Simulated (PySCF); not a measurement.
## Mg₂⁺ from Hartree–Fock to correlated methods

State: ²Σu⁺ (doublet), unpaired electrons σ ↑. Set-up: PySCF, no relativity, basis sets Mg aug-cc-pVDZ. De refers to Mg⁺ + Mg in their ground configurations, without counterpoise correction. The functionals are run spin-unrestricted.

```tsv
Level	Re (Å)	ωe (cm⁻¹)	De (eV)	CPU s a point (SCF and correlation, without the integrals)
ROHF	3.094	201	0.89	0.084
ROHF-MP2	3.051	212	1.21	0.18
ROHF-SCS-MP2	3.061	209	1.21	n/a
ROHF-CCSD	3.045	213	1.25	n/a
ROHF-CCSD(T)	3.042	214	1.28	9.3
PBE	3.054	196	1.55	0.35
TPSS	3.068	198	1.60	0.5
r²SCAN	3.047	205	1.48	0.5
B3LYP	3.072	188	1.41	0.46
PBE0	3.045	204	1.50	0.76
r²SCAN0	3.048	206	1.47	0.52
```

The bond length runs from 3.042 Å (ROHF-CCSD(T)) to 3.094 Å (ROHF). De spans 0.89 eV (ROHF, mean field) to 1.60 eV (TPSS, meta-GGA). Correlation at CCSD(T) changes the Hartree–Fock bond energy by +0.39 eV; the triples alone change it by +0.03 eV.

Correlated steps freeze 2 core orbitals. Correlated levels converge slowly with the basis: in double zeta they bind strong bonds too weakly, by up to about 1 eV, and carry superposition errors of some tenths. The state is the lowest determinant that a PBE0 search found; another state may lie lower at other levels.

The whole job (state search and all levels along the bond) took about 2.1 min on 1 thread of Intel Xeon Platinum 8375C @ 2.90GHz (shared host), peak memory 0.72 GiB.
